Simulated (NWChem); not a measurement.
The numbers come from NWChem runs, not from measurements. System: H₂Si, charge 0, spin multiplicity 3, at a geometry optimised with UB3LYP/def2-SVP. The structure started from a generated list of species. Its SCF solution wasn't tested for a lower state. Level: G0W0@UPBE0/def2-TZVPD, RI basis def2-tzvpd-rifit.

Input file:

```
start mol
memory heap 200 mb stack 700 mb global 1700 mb
geometry units angstroms nocenter noautoz
  Si     0.000000     0.000000    -0.095091
  H      1.286679     0.000000     0.665639
  H     -1.286679     0.000000     0.665639
  symmetry group C2v
end
basis spherical
  * library def2-tzvpd
end
basis "ri basis" bse spherical
  * library def2-tzvpd-rifit
end
dft
  xc pbe0
  odft
  mult 3
  iterations 100
  direct
  tolerances tight
end
task dft energy
gw
  states alpha occ 4 vir 2
  states beta occ 4 vir 2
end
task dft gw
```

Output (cleaned and shortened):

```
             Northwest Computational Chemistry Package (NWChem) 7.3.0
             --------------------------------------------------------

                                NWChem Input Module
                                -------------------

 Scaling coordinates for geometry "geometry" by  1.889725989
 (inverse scale =  0.529177249)

 Turning off AUTOSYM since
 SYMMETRY directive was detected!

                             Geometry "geometry" -> ""
                             -------------------------

 Output coordinates in angstroms (scale by  1.889725989 to convert to a.u.)

  No.       Tag          Charge          X              Y              Z
 ---- ---------------- ---------- -------------- -------------- --------------
    1 Si                  14.0000     0.00000000     0.00000000    -0.09509100
    2 H                    1.0000     1.28667900     0.00000000     0.66563900
    3 H                    1.0000    -1.28667900     0.00000000     0.66563900

 Effective nuclear repulsion energy (a.u.)      10.1183610426

            Nuclear Dipole moment (a.u.)
            ----------------------------
        X                 Y               Z
 ---------------- ---------------- ----------------
     0.0000000000     0.0000000000     0.0000075589

      Symmetry information
      --------------------

 Group name             C2v
 Group number             16
 Group order               4
 No. of unique centers     2

      Symmetry unique atoms

     1    2


 Summary of "ao basis" -> "" (spherical)
 ------------------------------------------------------------------------------
       Tag                 Description            Shells   Functions and Types
 ---------------- ------------------------------  ------  ---------------------
 *                         def2-tzvpd                 on all atoms

 new library libraries.bse/

 Summary of "ri basis" -> "" (spherical)
 ------------------------------------------------------------------------------
       Tag                 Description            Shells   Functions and Types
 ---------------- ------------------------------  ------  ---------------------
 *                      def2-tzvpd-rifit              on all atoms

                                 NWChem DFT Module
                                 -----------------

 Summary of "ao basis" -> "ao basis" (spherical)
 ------------------------------------------------------------------------------
       Tag                 Description            Shells   Functions and Types
 ---------------- ------------------------------  ------  ---------------------
 Si                        def2-tzvpd               15       43   6s5p3d1f
 H                         def2-tzvpd                5        9   3s2p

 Summary of "ao basis" -> "ao basis" (spherical)
 ------------------------------------------------------------------------------
       Tag                 Description            Shells   Functions and Types
 ---------------- ------------------------------  ------  ---------------------
 Si                        def2-tzvpd               15       43   6s5p3d1f
 H                         def2-tzvpd                5        9   3s2p

      Symmetry analysis of basis
      --------------------------

        a1         26
        a2          6
        b1         17
        b2         12

            General Information
            -------------------
          SCF calculation type: DFT
          Wavefunction type:  spin polarized.
          No. of atoms     :     3
          No. of electrons :    16
           Alpha electrons :     9
            Beta electrons :     7
          Charge           :     0
          Spin multiplicity:     3
          Use of symmetry is: on ; symmetry adaption is: on
          Maximum number of iterations: 100
          This is a Direct SCF calculation.
          AO basis - number of functions:    61
                     number of shells:    25
          Convergence on energy requested:  1.00D-06
          Convergence on density requested:  1.00D-05
          Convergence on gradient requested:  5.00D-04

              XC Information
              --------------
                         PBE0 Method XC Functional
                     Hartree-Fock (Exact) Exchange  0.250
          PerdewBurkeErnzerhof Exchange Functional  0.750
            Perdew 1991 LDA Correlation Functional  1.000 local
           PerdewBurkeErnz. Correlation Functional  1.000 non-local

             Grid Information
             ----------------
          Grid used for XC integration:  medium
          Radial quadrature: Mura-Knowles
          Angular quadrature: Lebedev.
          Tag              B.-S. Rad. Rad. Pts. Rad. Cut. Ang. Pts.
          ---              ---------- --------- --------- ---------
          Si                  1.10       88           8.0       590
          H                   0.35       45          10.0       434
          Grid pruning is: on
          Number of quadrature shells:   133
          Spatial weights used:  Erf1

          Convergence Information
          -----------------------
          Convergence aids based upon iterative change in
          total energy or number of iterations.
          Levelshifting, if invoked, occurs when the
          HOMO/LUMO gap drops below (HL_TOL):  1.00D-02
          DIIS, if invoked, will attempt to extrapolate
          using up to (NFOCK): 10 stored Fock matrices.

                    Damping( 0%)  Levelshifting(0.5)       DIIS
                  --------------- ------------------- ---------------
          dE  on:    start            ASAP                start
[...]
  ----- ------------  ---------------      ----- ------------  ---------------
    35      0.542274  1 Si d  1              19      0.438459  1 Si px
    16      0.312133  1 Si px                45     -0.165967  2 H  s
    54      0.165967  3 H  s                 46     -0.157582  2 H  s
    55      0.157582  3 H  s                 30      0.142911  1 Si d  1
    25      0.128254  1 Si d  1               7     -0.076465  1 Si px

                     DFT Final Beta Molecular Orbital Analysis
                     -----------------------------------------

 Vector    5  Occ=1.000000D+00  E=-3.671874D+00  Symmetry=b2
              MO Center= -8.4D-17,  1.7D-16, -9.5D-02, r^2= 1.0D-01
   Bfn.  Coefficient  Atom+Function         Bfn.  Coefficient  Atom+Function
  ----- ------------  ---------------      ----- ------------  ---------------
     8      0.714460  1 Si py                11      0.345921  1 Si py
    14      0.075388  1 Si py

 Vector    6  Occ=1.000000D+00  E=-4.980650D-01  Symmetry=a1
              MO Center=  2.4D-17, -1.0D-17,  3.4D-01, r^2= 1.7D+00
   Bfn.  Coefficient  Atom+Function         Bfn.  Coefficient  Atom+Function
  ----- ------------  ---------------      ----- ------------  ---------------
     4      0.547497  1 Si s                  3     -0.330311  1 Si s
     5      0.283869  1 Si s                 45      0.150870  2 H  s
    54      0.150870  3 H  s                 44      0.104051  2 H  s
    53      0.104051  3 H  s                 18      0.100888  1 Si pz
     2      0.077408  1 Si s                  1      0.059345  1 Si s

 Vector    7  Occ=1.000000D+00  E=-3.689030D-01  Symmetry=b1
              MO Center= -2.5D-15, -4.5D-16,  4.3D-01, r^2= 2.2D+00
   Bfn.  Coefficient  Atom+Function         Bfn.  Coefficient  Atom+Function
  ----- ------------  ---------------      ----- ------------  ---------------
    16      0.306247  1 Si px                45      0.229802  2 H  s
    54     -0.229802  3 H  s                 44      0.141322  2 H  s
    53     -0.141322  3 H  s                 46      0.137641  2 H  s
    55     -0.137641  3 H  s                  7     -0.129347  1 Si px
    13      0.126478  1 Si px                19      0.081900  1 Si px

 Vector    8  Occ=0.000000D+00  E=-1.186260D-01  Symmetry=a1
              MO Center=  2.2D-16, -9.7D-18, -4.1D-01, r^2= 2.6D+00
   Bfn.  Coefficient  Atom+Function         Bfn.  Coefficient  Atom+Function
  ----- ------------  ---------------      ----- ------------  ---------------
    18     -0.346969  1 Si pz                 4      0.344733  1 Si s
    21     -0.336626  1 Si pz                 5      0.206417  1 Si s
     3     -0.196953  1 Si s                 45     -0.146701  2 H  s
    54     -0.146701  3 H  s                  9      0.131650  1 Si pz
    15     -0.129698  1 Si pz                 6      0.085161  1 Si s

 Vector    9  Occ=0.000000D+00  E=-6.235551D-02  Symmetry=b2
              MO Center= -5.0D-15,  5.5D-18,  2.6D-02, r^2= 3.0D+00
   Bfn.  Coefficient  Atom+Function         Bfn.  Coefficient  Atom+Function
  ----- ------------  ---------------      ----- ------------  ---------------
    20      0.480438  1 Si py                17      0.402401  1 Si py
    14      0.159717  1 Si py                 8     -0.153476  1 Si py
    11     -0.074247  1 Si py                51      0.070111  2 H  py
    60      0.070111  3 H  py                28      0.026685  1 Si d -1

 Vector   10  Occ=0.000000D+00  E= 2.693080D-02  Symmetry=a1
              MO Center=  2.1D-14,  2.1D-14,  5.2D-02, r^2= 8.4D+00
   Bfn.  Coefficient  Atom+Function         Bfn.  Coefficient  Atom+Function
  ----- ------------  ---------------      ----- ------------  ---------------
     6      1.517821  1 Si s                  5     -0.651435  1 Si s
    36      0.336968  1 Si d  2               4     -0.284321  1 Si s
    46     -0.268194  2 H  s                 55     -0.268194  3 H  s
     3      0.184600  1 Si s                 18     -0.177552  1 Si pz
    45      0.169710  2 H  s                 54      0.169710  3 H  s

   alpha - beta orbital overlaps
   -----------------------------

   alpha      1      2      3      4      5      6      7      8      9     10
    beta      1      2      5      4      3      6      7      8      9     10
 overlap   1.000  1.000  1.000  1.000  1.000  0.989  1.000  0.983  0.988  0.978

   alpha     11     12     13     14     15     16     17     18     19     20
    beta     11     12     13     15     16     14     17     18     19     20
 overlap   0.968  0.993  0.998  0.962  0.991  0.999  0.982  0.993  0.994  0.988

   alpha     21     22     23     24     25     26     27     28     29     30
    beta     21     23     22     24     25     27     28     26     29     30
 overlap   0.995  0.978  0.998  0.966  0.948  0.960  0.993  0.994  0.988  0.969

   alpha     31     32     33     34     35     36     37     38     39     40
    beta     31     32     33     34     37     38     35     36     39     41
 overlap   0.997  0.995  0.997  0.999  0.704  0.969  0.994  0.990  0.710  0.942

   alpha     41     42     43     44     45     46     47     48     49     50
    beta     42     40     43     44     45     46     47     48     49     50
 overlap   0.978  0.990  0.990  0.914  0.994  0.996  0.998  0.999  1.000  1.000

   alpha     51     52     53     54     55     56     57     58     59     60
    beta     51     52     53     54     55     56     57     58     59     60
 overlap   1.000  1.000  1.000  1.000  1.000  1.000  1.000  1.000  1.000  1.000

   alpha     61
    beta     61
 overlap   1.000

     --------------------------
     Expectation value of S2:
     --------------------------
      <S2> =      2.0033 (Exact =     2.0000)

 center of mass
 --------------
 x =   0.00000000 y =   0.00000000 z =  -0.08308402

 moments of inertia (a.u.)
 ------------------
           3.885618081226           0.000000000000           0.000000000000
           0.000000000000          15.802241633604           0.000000000000
           0.000000000000           0.000000000000          11.916623552378

     Multipole analysis of the density
     ---------------------------------

     L   x y z        total         alpha         beta         nuclear
     -   - - -        -----         -----         ----         -------
     0   0 0 0     -0.000000     -9.000000     -7.000000     16.000000

     1   1 0 0     -0.000000     -0.000000      0.000000      0.000000
     1   0 1 0     -0.000000     -0.000000     -0.000000      0.000000
     1   0 0 1     -0.015700      0.550836     -0.566544      0.000008

     2   2 0 0    -11.016524    -13.282022     -9.558601     11.824100
     2   1 1 0     -0.000000     -0.000000      0.000000      0.000000
     2   1 0 1     -0.000000     -0.000000     -0.000000      0.000000
     2   0 2 0    -12.263812     -9.611944     -2.651868      0.000000
     2   0 1 1     -0.000000      0.000000     -0.000000      0.000000
     2   0 0 2    -11.078091    -10.480314     -4.214347      3.616569

 Task  times  cpu:        2.3s     wall:        2.3s

                                NWChem Input Module
                                -------------------

                                 NWChem GW Module
                                 ----------------

                             ***********************
                             ***        GW       ***
                             ***********************

 Summary of "ri basis" -> "ri basis" (spherical)
 ------------------------------------------------------------------------------
       Tag                 Description            Shells   Functions and Types
 ---------------- ------------------------------  ------  ---------------------
 Si                     def2-tzvpd-rifit            33      129   10s8p7d6f2g
 H                      def2-tzvpd-rifit            10       24   5s3p2d

                 Memory Information
                 ------------------
          Available GA per process is          1699.9 MBs
          Available stack per process is        700.0 MBs
          Available heap per process is           0.0 MBs

          Peak memory in Initialization
              Peak GA per process is                  1.9 MBs
              Peak stack per process is               0.0 MBs
              Peak heap per process is                2.0 MBs
              Memory not in MA per process            0.0 MBs

          Peak memory in AFF Calculation
              Peak GA per process is                  8.2 MBs
              Peak stack per process is               5.5 MBs
              Peak heap per process is                0.0 MBs
              Memory not in MA per process            5.5 MBs

          Computing 2-center integrals
          Computing Inverse Cholesky factor
          Computing 3-center integrals
          Computing V_xc ...

          Computing Sigma_x
          Computing RPA polarizability
          Solving quasiparticle equations

                  Alpha Orbitals
          State     Energy (eV)     Error (eV)
          -----------------------------------
@GW         6        -16.564           0.004
@GW         7        -12.919           0.005
@GW         8         -9.846           0.005
@GW         9         -7.928           0.005
@GW        10          1.842           0.003
@GW        11          2.250           0.003

                   Beta Orbitals
          State     Energy (eV)     Error (eV)
          -----------------------------------
@GW         4       -105.685           0.004
@GW         5       -105.555           0.004
@GW         6        -15.618           0.005
@GW         7        -12.503           0.002
@GW         8         -1.169           0.004
@GW         9          0.288           0.004

   Applying  -2.1664 eV scissor-shift to rest of particle states

   Applying   1.6791 eV scissor-shift to rest of hole states

   Applying  -2.4644 eV scissor-shift to rest of particle states

   Applying   2.0586 eV scissor-shift to rest of hole states

     GW Timing Statistics
   ------------------------
   Init.   :          0.1s
     ERIs  :          0.2s
     Distr.:          0.0s
     Vxc   :          0.3s
   Sigma_x :          0.0s
   RPA     :          0.2s
   Wmn     :          0.0s
   Sigma_c :          0.0s
   GW total:          0.8s

 Task  times  cpu:        0.8s     wall:        0.8s

 Total times  cpu:        3.2s     wall:        3.2s
```
